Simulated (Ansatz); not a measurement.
# HNGe, singlet: bend scan

Starting geometry (PBE0/def2-TZVP stationary point for this spin, not checked as a minimum):

```yaml
atoms:
  - { symbol: Ge, position_ang: [0.0000, 0.0000, 1.4305] }
  - { symbol: N, position_ang: [0.0000, 0.0000, -0.2139] }
  - { symbol: H, position_ang: [0.0000, 0.0000, -1.2166] }
```

From there the angle named below is changed in its plane at fixed bond lengths, both arms turning rigidly about the middle atom; atoms are numbered as listed. Energies are in kJ/mol, counted from the starting geometry at the same level. Kohn–Sham curves are unrestricted where that lies lower, except RKS.

Basis cc-pVDZ; Ansatz 0.2.0. Only valence electrons are correlated (noble-gas cores and the filled d shells of p-block atoms frozen). R marks a restricted (for open shells ROHF) determinant. No spin–orbit coupling is included, and no scalar relativity.

In so small a basis the reference is far from its limit while semilocal and hybrid functionals are nearer theirs (RPA and double hybrids share much of the reference's basis error), so the functionals' errors here hold much of the reference's basis and frozen-core error, which can add to them or hide them.

Full CI isn't at hand for all of this; RCCSDTQ serves as the reference, and is uncertain by about the last step of the cluster series.

```
angle Ge1-N2-H3 (°)  RCCSDTQ   PBE  revPBE  r2SCAN  B97M-V  PBE0  B3LYP  wB97M-V  B2PLYP  RKS PBE0  RPA-PBE
               91.3     94.5  88.5    88.4    88.1    79.8  84.0   88.7     83.2    93.4      84.0     90.7
              120.3     41.0  37.6    37.5    38.1    32.5  35.8   37.5     35.9    40.5      35.8     37.5
              156.8      6.1   5.8     5.8     6.0     4.7   5.6    5.8      5.7     6.2       5.6      5.4
              180.0      0.0   0.0     0.0     0.0     0.0   0.0    0.0      0.0     0.0       0.0      0.0
```

Problem. Judged by the spread of the error over the points with a reference (largest less smallest), which of these follows RCCSDTQ best and which worst?

Solution. Subtracting the RCCSDTQ column from each: best B2PLYP (errors from -1.1 to 0.1, spread 1.1 kJ/mol), worst B97M-V (from -14.6 to 0.0, spread 14.6 kJ/mol). Functionals and wave-function methods converge differently with the basis, so part of this is basis effect.
